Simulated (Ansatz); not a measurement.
**Question.** Name a neutral molecule of C, N, S and H with HOMO energy (ωB97M-V/def2-TZVPP) between -9.50 and -9.20 eV and size of the dipole moment (PBE/def2-TZVPP) between 2.65 and 2.95 D (Ansatz, PBE0-D4/def2-TZVP geometry).

**Answer.** `N=C1CS1` (-9.39 eV, 2.82 D). Other molecules can fit too; these were computed, each in one conformer that needn't be the lowest.
